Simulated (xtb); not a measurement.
Input for xtb: GFN1-xTB on C2H4O (a complex).

```
$ xtb mol.xyz --gfn 1 --sp --chrg 0 --uhf 0
7

C     -1.47242341     0.06043646     0.04730395
H     -0.40655341     0.03006446     0.02271095
C     -2.68430041     0.09417746     0.07467595
H     -3.74483341     0.12452946     0.09927695
O      2.93790159    -0.09830454    -0.07755905
H      3.50825759    -0.68807454     0.41946795
H      3.50989759     0.25268346    -0.76293105
```

It printed:

```
[...]
           -------------------------------------------------
          |                Calculation Setup                |
           -------------------------------------------------



molecular fragmentation (1/2 indicates fragments):
1111222
# atoms in fragment 1/2:     4     3
 fragment masses (1/2) :       26.04       18.02
CMA distance (Bohr)    :   9.611
constraining FC (au)   :  0.0500

           -------------------------------------------------
          |                 G F N 1 - x T B                 |
           -------------------------------------------------

        Reference                      10.1021/acs.jctc.7b00118
      * Hamiltonian:
        H0-scaling (s, p, d)           1.850000    2.250000    2.000000
        zeta-weighting                 0.000000
      * Dispersion:
        s8                             2.400000
        a1                             0.630000
        a2                             5.000000
        s9                             0.000000
      * Repulsion:
        kExp                           1.500000
        rExp                           1.000000
      * Coulomb:
        alpha                          2.000000
        third order                    atomic
        anisotropic                    false
      * Halogen bond correction:
        rad-scale                      1.300000
        damping                        0.440000


          ...................................................
          :                      SETUP                      :
          :.................................................:
          :  # basis functions                  20          :
          :  # atomic orbitals                  20          :
          :  # shells                           14          :
          :  # electrons                        18          :
          :  # halogen bonds                     0          :
          :  max. iterations                   250          :
          :  Hamiltonian                  GFN1-xTB          :
          :  restarted?                      false          :
          :  GBSA solvation                  false          :
          :  PC potential                    false          :
          :  electronic temp.          300.0000000     K    :
          :  accuracy                    1.0000000          :
          :  -> integral cutoff          0.2500000E+02      :
          :  -> integral neglect         0.1000000E-07      :
          :  -> SCF convergence          0.1000000E-05 Eh   :
          :  -> wf. convergence          0.2000000E-04 e    :
          :  Broyden damping             0.4000000          :
          :  net charge                          0          :
          :  unpaired electrons                  0          :
          ...................................................

 iter      E             dE          RMSdq      gap      omega  full diag
   1    -11.1588074 -0.111588E+02  0.772E+00    7.09       0.0  T
   2    -11.1617022 -0.289480E-02  0.457E+00    7.09       1.0  T
   3    -11.1619511 -0.248871E-03  0.252E-01    7.09       1.0  T
   4    -11.1620900 -0.138944E-03  0.500E-02    7.09       1.0  T
   5    -11.1621003 -0.102881E-04  0.346E-03    7.09      10.9  T
   6    -11.1621003 -0.286488E-07  0.886E-04    7.09      42.6  T
   7    -11.1621003 -0.161481E-08  0.925E-05    7.09     408.5  T
   8    -11.1621003 -0.940048E-11  0.117E-05    7.09    3225.8  T

   *** convergence criteria satisfied after 8 iterations ***

         #    Occupation            Energy/Eh            Energy/eV
      -------------------------------------------------------------
         1        2.0000           -0.7607336             -20.7006
       ...           ...                  ...                  ...
         3        2.0000           -0.6126438             -16.6709
         4        2.0000           -0.5779105             -15.7257
         5        2.0000           -0.5516785             -15.0119
         6        2.0000           -0.5288715             -14.3913
         7        2.0000           -0.5026810             -13.6786
         8        2.0000           -0.4546374             -12.3713
         9        2.0000           -0.4546374             -12.3713 (HOMO)
        10                         -0.1941090              -5.2820 (LUMO)
        11                         -0.1941089              -5.2820
        12                         -0.1602488              -4.3606
        13                         -0.0928684              -2.5271
        14                         -0.0799584              -2.1758
       ...                                ...                  ...
        20                          1.4094278              38.3525
      -------------------------------------------------------------
                  HL-Gap            0.2605284 Eh            7.0893 eV
             Fermi-level           -0.3243732 Eh           -8.8266 eV

 SCC (total)                   0 d,  0 h,  0 min,  0.005 sec
 SCC setup                      ...        0 min,  0.000 sec (  2.486%)
 Dispersion                     ...        0 min,  0.000 sec (  1.493%)
 classical contributions        ...        0 min,  0.000 sec (  0.817%)
 integral evaluation            ...        0 min,  0.001 sec ( 22.554%)
 iterations                     ...        0 min,  0.002 sec ( 34.003%)
 molecular gradient             ...        0 min,  0.002 sec ( 32.210%)
 printout                       ...        0 min,  0.000 sec (  6.140%)

         :::::::::::::::::::::::::::::::::::::::::::::::::::::
         ::                     SUMMARY                     ::
         :::::::::::::::::::::::::::::::::::::::::::::::::::::
         :: total energy             -10.984641887528 Eh    ::
         :: gradient norm              0.044628194831 Eh/a0 ::
         :: HOMO-LUMO gap              7.089338250188 eV    ::
         ::.................................................::
         :: SCC energy               -11.162100321017 Eh    ::
         :: -> electrostatic           0.050430930159 Eh    ::
         :: repulsion energy           0.178275640380 Eh    ::
         :: dispersion energy         -0.000817206890 Eh    ::
         :: halogen bond corr.         0.000000000000 Eh    ::
         :: add. restraining           0.000000000000 Eh    ::
         :: total charge               0.000000000000 e     ::
         :::::::::::::::::::::::::::::::::::::::::::::::::::::

           -------------------------------------------------
          |                Property Printout                |
           -------------------------------------------------

    * Orbital Energies and Occupations

         #    Occupation            Energy/Eh            Energy/eV
      -------------------------------------------------------------
         1        2.0000           -0.7607336             -20.7006
         2        2.0000           -0.6236053             -16.9692
         3        2.0000           -0.6126438             -16.6709
         4        2.0000           -0.5779105             -15.7257
         5        2.0000           -0.5516785             -15.0119
         6        2.0000           -0.5288715             -14.3913
         7        2.0000           -0.5026810             -13.6786
         8        2.0000           -0.4546374             -12.3713
         9        2.0000           -0.4546374             -12.3713 (HOMO)
        10                         -0.1941090              -5.2820 (LUMO)
        11                         -0.1941089              -5.2820
        12                         -0.1602488              -4.3606
        13                         -0.0928684              -2.5271
        14                         -0.0799584              -2.1758
        15                         -0.0518670              -1.4114
Note: The following floating-point exceptions are signalling: IEEE_DENORMAL
normal termination of xtb
        16                          0.1313103               3.5731
        17                          0.3294655               8.9652
        18                          0.4047226              11.0131
        19                          0.4645963              12.6423
        20                          1.4094278              38.3525
      -------------------------------------------------------------
                  HL-Gap            0.2605284 Eh            7.0893 eV
             Fermi-level           -0.3243732 Eh           -8.8266 eV

  Mulliken/CM5 charges         n(s)   n(p)   n(d)
     1C    -0.06062 -0.11379   1.105  2.956  0.000
     2H     0.07023  0.12383   0.930  0.000  0.000
     3C    -0.06867 -0.12249   1.099  2.970  0.000
     4H     0.05825  0.11210   0.942  0.000  0.000
     5O    -0.66884 -1.00414   1.694  4.975  0.000
     6H     0.33483  0.50224   0.665  0.000  0.000
     7H     0.33483  0.50226   0.665  0.000  0.000

Wiberg/Mayer (AO) data.
largest (>0.10) Wiberg bond orders for each atom

 ---------------------------------------------------------------------------
     #   Z sym  total        # sym  WBO       # sym  WBO       # sym  WBO
 ---------------------------------------------------------------------------
     1   6 C    3.985 --     3 C    3.003     2 H    0.980
     2   1 H    0.994 --     1 C    0.980
     3   6 C    3.987 --     1 C    3.003     4 H    0.982
     4   1 H    0.994 --     3 C    0.982
     5   8 O    1.790 --     6 H    0.894     7 H    0.894
     6   1 H    0.894 --     5 O    0.894
     7   1 H    0.894 --     5 O    0.894
 ---------------------------------------------------------------------------

Topologies differ in total number of bonds
Writing topology from bond orders to xtbtopo.mol

 dipole moment from electron density (au)
     X       Y       Z
   1.1297  -0.2284  -0.1802  total (Debye):    2.965


           -------------------------------------------------
          | TOTAL ENERGY              -10.984641887528 Eh   |
          | GRADIENT NORM               0.044628194831 Eh/α |
          | HOMO-LUMO GAP               7.089338250188 eV   |
           -------------------------------------------------

------------------------------------------------------------------------
------------------------------------------------------------------------
 total:
 SCF:
```

The run finished.

Cost: about 0.05 core-seconds (a rough figure).
